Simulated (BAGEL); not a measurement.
**CH3ClSi (SMILES [SiH3][C]Cl): UHF/STO-3G (density fitting with qzvpp-jkfit)**

Aim: the vertical ionisation energy of CH3ClSi at UHF/STO-3G (density fitting with qzvpp-jkfit), from 2 runs. 

The results are computed with BAGEL 1.2.2.

2 further runs of the same task are left out: 2 set aside as unsound or not needed.

### 1 The structure to begin with

The species is CH3ClSi (6 atoms), meant as a triplet with charge 0. As SMILES, `[SiH3][C]Cl`. The coordinates come from a GFN2-xTB relaxation.

Bond lengths: Si1–C2 1.839 Å, C2–Cl3 1.634 Å, Si1–H4 1.470 Å, Si1–H5 1.458 Å, Si1–H6 1.470 Å. Angles: Si1–C2–Cl3 135.3°, C2–Si1–H4 111.5°, C2–Si1–H5 104.3°, C2–Si1–H6 111.5°, H4–Si1–H5 110.9°, H4–Si1–H6 107.8°, H5–Si1–H6 111.0°.

### 2 The energy at UHF/STO-3G (density fitting with qzvpp-jkfit)

hf.json reads:

```json
{ "bagel" : [

{
  "title" : "molecule",
  "basis" : "sto-3g",
  "df_basis" : "qzvpp-jkfit",
  "angstrom" : true,
  "geometry" : [
    { "atom" : "Si", "xyz" : [   -0.109980,    0.539700,   -0.228010 ] },
    { "atom" : "C", "xyz" : [   -0.339680,   -1.137040,    0.492720 ] },
    { "atom" : "Cl", "xyz" : [    0.654920,   -2.337310,    0.982870 ] },
    { "atom" : "H", "xyz" : [    0.597870,    0.480370,   -1.515060 ] },
    { "atom" : "H", "xyz" : [   -1.467010,    1.044810,   -0.402360 ] },
    { "atom" : "H", "xyz" : [    0.663870,    1.409470,    0.669840 ] }
  ]
},
{
  "title" : "uhf",
  "nopen" : 2
},
{
  "title" : "print",
  "file" : "orbitals.molden",
  "orbitals" : true
}

]}
```

On the command line:

```bash
BAGEL_NUM_THREADS=1 BAGEL hf.json > hf.out
```

Log:

```text
* using 1 threads per process

  ===============================================================
  ===============================================================

  *** Geometry ***

  { "atom" : "Si", "xyz" : [     -0.207832,      1.019885,     -0.430876 ] },
  { "atom" : "C", "xyz" : [     -0.641902,     -2.148694,      0.931106 ] },
  { "atom" : "Cl", "xyz" : [      1.237619,     -4.416876,      1.857355 ] },
  { "atom" : "H", "xyz" : [      1.129811,      0.907768,     -2.863048 ] },
  { "atom" : "H", "xyz" : [     -2.772247,      1.974405,     -0.760350 ] },
  { "atom" : "H", "xyz" : [      1.254532,      2.663512,      1.265814 ] },

  Number of auxiliary basis functions:      385

  Since a DF basis is specified, we compute 2- and 3-index integrals:
    o Being stored without compression. Storage requirement is 0.002 GB

  Number of basis functions:       26
  Number of electrons      :       40

    * METHOD: MOLECULE                             0.08

  *** Open-shell HF ***

  === Nuclear Repulsion ===
   122.6451768644

      * DIIS with orbital gradients will be used.

  === UHF iteration (sto-3g) ===
      0       -779.17910291          0.01833778           0.02
      1       -779.22282025          0.00673364           0.02
      2       -779.23104875          0.00345245           0.02
      3       -779.23416251          0.00081547           0.02
      4       -779.23444831          0.00026387           0.02
      5       -779.23450643          0.00006960           0.02
      6       -779.23451318          0.00001855           0.02
      7       -779.23451384          0.00000508           0.02
      8       -779.23451393          0.00000192           0.02
      9       -779.23451395          0.00000052           0.02
     10       -779.23451395          0.00000021           0.02
     11       -779.23451395          0.00000011           0.02
     12       -779.23451395          0.00000004           0.02
     13       -779.23451395          0.00000002           0.02
     14       -779.23451395          0.00000001           0.02
    * SCF iteration converged.

    * S^2 (UHF) is 2.0203

    * Permanent dipole moment:
           (    0.228604,    -0.683422,     0.286776) a.u.

    * METHOD: UHF                                  0.31

    * METHOD: PRINT                                0.00

  ===============================================================
```

Run time: 0.54 s. Hardware: 1 thread of Arm Neoverse V2, shared host.

### 3 The doublet cation, same level

hf.json reads:

```json
{ "bagel": [

{
  "title": "molecule",
  "basis": "sto-3g",
  "df_basis": "qzvpp-jkfit",
  "angstrom": "true",
  "geometry": [
    { "atom": "Si", "xyz": [      -0.109980,       0.539700,      -0.228010 ] },
    { "atom": "C", "xyz": [      -0.339680,      -1.137040,       0.492720 ] },
    { "atom": "Cl", "xyz": [       0.654920,      -2.337310,       0.982870 ] },
    { "atom": "H", "xyz": [       0.597870,       0.480370,      -1.515060 ] },
    { "atom": "H", "xyz": [      -1.467010,       1.044810,      -0.402360 ] },
    { "atom": "H", "xyz": [       0.663870,       1.409470,       0.669840 ] }
  ]
},

{ "title": "uhf", "charge": 1, "nopen": 1 },

{ "title": "print", "file": "orbitals.molden", "orbitals": "true" }

]}
```

On the command line:

```bash
BAGEL_NUM_THREADS=1 BAGEL hf.json > hf.out
```

Log:

```text
* using 1 threads per process

  ===============================================================
  ===============================================================

  *** Geometry ***

  { "atom" : "Si", "xyz" : [     -0.207832,      1.019885,     -0.430876 ] },
  { "atom" : "C", "xyz" : [     -0.641902,     -2.148694,      0.931106 ] },
  { "atom" : "Cl", "xyz" : [      1.237619,     -4.416876,      1.857355 ] },
  { "atom" : "H", "xyz" : [      1.129811,      0.907768,     -2.863048 ] },
  { "atom" : "H", "xyz" : [     -2.772247,      1.974405,     -0.760350 ] },
  { "atom" : "H", "xyz" : [      1.254532,      2.663512,      1.265814 ] },

  Number of auxiliary basis functions:      385

  Since a DF basis is specified, we compute 2- and 3-index integrals:
    o Being stored without compression. Storage requirement is 0.002 GB

  Number of basis functions:       26
  Number of electrons      :       40

    * METHOD: MOLECULE                             0.08

  *** Open-shell HF ***

  === Nuclear Repulsion ===
   122.6451768644

      * DIIS with orbital gradients will be used.

  === UHF iteration (sto-3g) ===
      0       -778.84256895          0.04070195           0.02
      1       -778.93545183          0.02445132           0.02
      2       -778.96394218          0.01149606           0.02
      3       -778.97212881          0.00207537           0.02
      4       -778.97339500          0.00048741           0.02
      5       -778.97354775          0.00014564           0.02
      6       -778.97358032          0.00006069           0.02
      7       -778.97359230          0.00003016           0.02
      8       -778.97359571          0.00001541           0.02
      9       -778.97359665          0.00000518           0.02
     10       -778.97359671          0.00000121           0.02
     11       -778.97359671          0.00000038           0.02
     12       -778.97359671          0.00000018           0.02
     13       -778.97359671          0.00000012           0.02
     14       -778.97359671          0.00000010           0.02
     15       -778.97359671          0.00000007           0.02
     16       -778.97359671          0.00000006           0.02
     17       -778.97359671          0.00000004           0.02
     18       -778.97359671          0.00000001           0.02
     19       -778.97359671          0.00000000           0.02
    * SCF iteration converged.

    * S^2 (UHF) is 0.7628

    * Permanent dipole moment:
           (    0.371637,    -0.419480,     0.172151) a.u.

    * METHOD: UHF                                  0.40

    * METHOD: PRINT                                0.00

  ===============================================================
```

It took 0.64 s on 1 thread of Arm Neoverse V2, shared host.

### 4 Outcome

At UHF/STO-3G (density fitting with qzvpp-jkfit):

| quantity | value |
| --- | --- |
| triplet CH3ClSi: total energy | -779.23451 Eh |
| triplet CH3ClSi: dipole moment | 1.97 D |
| triplet CH3ClSi: ⟨S²⟩ | 2.020 |
| doublet cation: total energy | -778.97360 Eh |
| doublet cation: ⟨S²⟩ | 0.763 |
| vertical ionisation energy (to the doublet cation) | 7.100 eV |

What this shows: Removing an electron at fixed nuclei costs 7.10 eV (685 kJ/mol). In a minimal basis such a difference can be off by several eV, whatever the method.
